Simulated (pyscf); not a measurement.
Single points on ωB97X-D3(BJ)/def2-SVP structures (PySCF, gas phase). MP2 and CC: frozen core, UHF for open shells. ΔMP2 is the change of the MP2 total energy from the triple- to the quadruple-zeta basis.

Question: For the elementary gas-phase step O=SiH–OH + ammonia (NH₃) → H₂N–SiH(OH)–OH (singlet surface; H–N broken, H–O, N–Si formed), what barrier and reaction energy does CCSD(T)/def2-TZVPP + ΔMP2(QZVPP) give, measured from the separated reactants?

Answer: ΔE‡ = -0.66 eV, ΔE = -2.42 eV. Zero-point energy shifts the barrier by +0.02 eV. It is an addition across a multiple bond or ene-type step, with an imaginary mode of 1365i cm⁻¹. On the reactant side the descent ends in an adduct with a N–Si contact, 1.32 eV under the separated species and 0.54 eV under the saddle at ωB97X-D3(BJ)/def2-TZVP. At CCSD(T) the saddle lies under the separated reactants, which points to a path from their complex (located at ωB97X-D3(BJ) alone). What is counted as formed (N–Si) is already present as a longer contact in the reactant adduct; forming that adduct is a step of its own. At ωB97X-D3(BJ) the barrier from the zero used here is -0.78 eV. O=SiH–OH lies 0.43 eV over its isomer HO–Si:–OH [singlet] (electronic energy, ωB97M-D3(BJ)). This is the saddle that the search found; another between the same sides may lie lower. The CCSD(T) − MP2 part came from Ansatz, without density fitting, on the same reference.
